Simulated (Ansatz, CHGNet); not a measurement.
Equilibrium lattice constant a of hexagonal BN: levels of theory against measurement

Reference value: 2.504 Å (measured, 297 K, not corrected to a static lattice; as tabulated in Ioffe Institute, New Semiconductor Materials archive).

| level (code) | value (Å) | difference (%) |
|---|---|---|
| CHGNet-r²SCAN (CHGNet) | 2.502 | -0.08 |
| LDA (Ansatz) | 2.489 | -0.60 |
| PBE (Ansatz) | 2.512 | +0.32 |
| r²SCAN-D4 (Ansatz) | 2.499 | -0.20 |
| PBE0-D4 (Ansatz) | 2.491 | -0.52 |

The reference is not for a static lattice or low temperature, so close values are not ranked against it.

The reference has no zero-point or thermal correction, while the calculations are for a static lattice, so the differences are not the levels' errors alone. A static lattice is as a rule a little smaller than the measured one.  LDA, PBE: the cell comes from a level without a dispersion term, which matters for the spacing of layers, chains or molecules. Cutoffs and k meshes differ between the levels. Ansatz's density-functional and Hartree–Fock values are scalar-relativistic unless marked +SOC, with PAW data made under PBE.

Machine-learned potentials (CHGNet-r²SCAN) are trained on DFT data, which may include these solids.

Differences are worked out from the printed values.

Ansatz is a first-principles code.
